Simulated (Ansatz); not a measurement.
# C3H6F2O: up Jacob's ladder to CCSD(T)

An exercise on one series of results from a longer session: the logs are not shown, and one member is left open.

Program: Ansatz 0.2.0, Gaussian basis. Level of theory: functionals in def2-TZVPP, the program's frozen cores in correlated methods. These are calculated values, not measurements.

Plan: LDA (SPW92), PBE-D4, revPBE-D4, BLYP-D4, r2SCAN-D4, B97M-V, PBE0-D4, B3LYP-D4, r2SCANh-D4, r2SCAN0-D4, HSE06-D4, BHLYP-D4, CAM-B3LYP-D4, LC-ωPBE, ωB97X-V, ωB97M-V, B2PLYP, PBE-QIDH; CCSD(T)/def2-SVP; CCSD(T)/def2-TZVPP; MP2/def2-QZVPP; extrapolation to the limit; RPA on PBE.

**Structure used throughout**

An earlier PBE0-D4 in a triple-zeta def2 set relaxation fixed the geometry.

12 atoms, charge 0, spin multiplicity 1.

Atoms are counted from 1 here; the program's logs count them from 0.

Bond lengths: C1–C2 1.497 Å, C1–H7 1.091 Å, C1–H8 1.090 Å, C1–H9 1.090 Å, C2–F3 1.385 Å, C2–O4 1.390 Å, C2–H10 1.096 Å, O4–C5 1.378 Å, C5–F6 1.377 Å, C5–H11 1.090 Å, C5–H12 1.094 Å. Angles: C2–C1–H7 109.5°, C2–C1–H8 109.8°, C2–C1–H9 109.9°, H7–C1–H8 109.1°, H7–C1–H9 109.4°, H8–C1–H9 109.2°, C1–C2–F3 109.6°, C1–C2–O4 108.9°, C1–C2–H10 113.0°, F3–C2–O4 108.7°, F3–C2–H10 106.0°, O4–C2–H10 110.6°, C2–O4–C5 114.9°, O4–C5–F6 110.5°, O4–C5–H11 107.1°, O4–C5–H12 112.0°, F6–C5–H11 108.1°, F6–C5–H12 107.3° and more.

Geometry (Å):

```mol
C3H6F2O
  3D, bonds by distance, orders not assigned

 12 11  0  0  0  0  0  0  0  0999 V2000
    0.3017   -0.8176    1.5690 C   0  0
    0.3797    0.1195    0.4038 C   0  0
    1.6928    0.2174   -0.0261 F   0  0
   -0.3926   -0.3884   -0.6339 O   0  0
   -0.6001    0.4814   -1.6825 C   0  0
   -1.5246    1.4415   -1.3356 F   0  0
    0.6185   -1.8136    1.2564 H   0  0
   -0.7243   -0.8680    1.9347 H   0  0
    0.9514   -0.4668    2.3708 H   0  0
    0.0671    1.1395    0.6528 H   0  0
   -1.0103   -0.1029   -2.5064 H   0  0
    0.3178    1.0028   -1.9693 H   0  0
  1  2  8  0
  2  3  8  0
  2  4  8  0
  4  5  8  0
  5  6  8  0
  1  7  8  0
  1  8  8  0
  1  9  8  0
  2 10  8  0
  5 11  8  0
  5 12  8  0
M  END
```

Set-up of the first run:

File in.yaml:

```yaml
crystal:
  periodic: [false, false, false]
  atoms:
    - {symbol: C, position_ang: [0.301714, -0.817633, 1.569029]}
    - {symbol: C, position_ang: [0.379700, 0.119457, 0.403753]}
    - {symbol: F, position_ang: [1.692798, 0.217367, -0.026107]}
    - {symbol: O, position_ang: [-0.392600, -0.388356, -0.633885]}
    - {symbol: C, position_ang: [-0.600123, 0.481367, -1.682456]}
    - {symbol: F, position_ang: [-1.524608, 1.441481, -1.335560]}
    - {symbol: H, position_ang: [0.618513, -1.813587, 1.256421]}
    - {symbol: H, position_ang: [-0.724270, -0.868035, 1.934681]}
    - {symbol: H, position_ang: [0.951364, -0.466827, 2.370764]}
    - {symbol: H, position_ang: [0.067076, 1.139520, 0.652828]}
    - {symbol: H, position_ang: [-1.010281, -0.102881, -2.506392]}
    - {symbol: H, position_ang: [0.317817, 1.002827, -1.969276]}
basis:
  gaussian: {orbitals: def2-TZVPP}
hamiltonian: {xc: lda}
output: {orbitals: {seedname: orbitals}}
```

Among the steps run: LDA; PBE-D4 (GGA); revPBE-D4 (GGA); BLYP-D4 (GGA); r2SCAN-D4 (meta-GGA); B97M-V (meta-GGA); PBE0-D4 (hybrid); B3LYP-D4 (hybrid); r2SCANh-D4 (hybrid); r2SCAN0-D4 (hybrid); HSE06-D4 (hybrid); BHLYP-D4 (hybrid); CAM-B3LYP-D4 (range-separated); LC-ωPBE-D4 (range-separated; the results give it without D4); ωB97X-V (range-separated); ωB97M-V (range-separated); B2PLYP (double hybrid); PBE-QIDH (double hybrid).

One of the session's tables, all rows but one given; the rest of the session is left out.

It belongs to the step «Frontier levels by functional». 

| functional | HOMO (eV) | LUMO (eV) | gap (eV) |
| --- | --- | --- | --- |
| LDA (SPW92) | ? | ? | ? |
| PBE-D4 | -7.57 | 0.66 | 8.23 |
| revPBE-D4 | -7.50 | 0.75 | 8.25 |
| BLYP-D4 | -7.51 | 0.64 | 8.14 |
| r2SCAN-D4 | -7.95 | 1.35 | 9.30 |
| B97M-V | -8.12 | 0.89 | 9.00 |
| PBE0-D4 | -9.28 | 1.54 | 10.82 |
| B3LYP-D4 | -9.05 | 1.17 | 10.21 |
| r2SCANh-D4 | -8.59 | 1.65 | 10.24 |
| r2SCAN0-D4 | -9.54 | 2.06 | 11.60 |
| HSE06-D4 | -8.87 | 1.17 | 10.04 |
| BHLYP-D4 | -10.95 | 2.14 | 13.09 |
| CAM-B3LYP-D4 | -10.80 | 2.29 | 13.09 |
| LC-ωPBE | -12.10 | 3.63 | 15.73 |
| ωB97X-V | -11.79 | 3.44 | 15.23 |
| ωB97M-V | -11.71 | 2.99 | 14.70 |

Estimate the missing values for LDA (SPW92).

As computed: HOMO (eV): -7.72; LUMO (eV): 0.43; gap (eV): 8.16. In the column «HOMO (eV)» it lies between r2SCAN-D4 (-7.95) and PBE-D4 (-7.57).
